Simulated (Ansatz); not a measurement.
ClF: measurement beside calculation (Ansatz, PBE0-D4/def2-TZVP geometry).

Bond lengths: F1–Cl2 1.620 Å.

Enthalpy of formation at 298 K: -13.2 kcal/mol (zero for an element's reference state; older measured values of the G2 set, as listed by Staroverov and co-workers, J. Chem. Phys. 119, 12129, 2003). With their computed zero-point and thermal terms and the atoms' enthalpies of Curtiss and co-workers (1997) it gives an electronic atomization energy of 61.4 kcal/mol.

```tsv
level	atomization (kcal/mol)	error	error per bond
LDA (SPW92)	94.4	33.0	33.0
PBE-D4	71.7	10.4	10.4
revPBE-D4	66.0	4.7	4.7
BLYP-D4	66.7	5.3	5.3
r2SCAN-D4	61.6	0.3	0.3
B97M-V	61.8	0.4	0.4
PBE0-D4	60.7	-0.7	-0.7
B3LYP-D4	60.4	-1.0	-1.0
r2SCANh-D4	58.1	-3.2	-3.2
r2SCAN0-D4	53.0	-8.3	-8.3
HSE06-D4	60.9	-0.5	-0.5
BHLYP-D4	47.0	-14.4	-14.4
CAM-B3LYP-D4	60.8	-0.5	-0.5
ωB97X-V	61.9	0.6	0.6
ωB97M-V	63.1	1.8	1.8
B2PLYP	58.9	-2.4	-2.4
PBE-QIDH	56.3	-5.1	-5.1
PBE	71.5	10.1	10.1
revPBE	64.9	3.6	3.6
BLYP	66.0	4.6	4.6
r2SCAN	61.6	0.2	0.2
PBE0	60.4	-0.9	-0.9
B3LYP	59.9	-1.5	-1.5
r2SCANh	58.1	-3.3	-3.3
r2SCAN0	53.0	-8.4	-8.4
HSE06	60.7	-0.7	-0.7
BHLYP	46.6	-14.7	-14.7
CAM-B3LYP	60.6	-0.8	-0.8
LC-ωPBE	60.6	-0.7	-0.7
RPA@PBE/def2-TZVPP	46.6	-14.8	-14.8
HF/def2-TZVPP	7.9	-53.5	-53.5
MP2/def2-TZVPP	62.5	1.2	1.2
SCS-MP2/def2-TZVPP	58.9	-2.4	-2.4
CCSD/def2-TZVPP	51.8	-9.5	-9.5
CCSD(T)/def2-TZVPP	56.4	-5.0	-5.0
HF/def2-QZVPP	8.7	-52.6	-52.6
MP2/def2-QZVPP	66.3	4.9	4.9
SCS-MP2/def2-QZVPP	62.6	1.2	1.2
CCSD/def2-QZVPP	54.9	-6.4	-6.4
CCSD(T)/def2-QZVPP	59.9	-1.4	-1.4
HF/CBS(def2)	8.8	-52.5	-52.5
MP2/CBS(def2)	68.5	7.2	7.2
CCSD/CBS(def2)	56.7	-4.6	-4.6
CCSD(T)/CBS(def2)	62.0	0.7	0.7
```

Functionals use def2-TZVPP; B3LYP here is the variant with VWN-RPA as its local correlation; programs differ in this. The calculations leave out spin–orbit coupling, scalar relativity and, for the correlated methods, core correlation; together these are worth up to about 1 kcal/mol a heavy atom. HSE06 is defined as in plane-wave codes. CBS extrapolates def2-TZVPP and def2-QZVPP. T1 = 0.012.
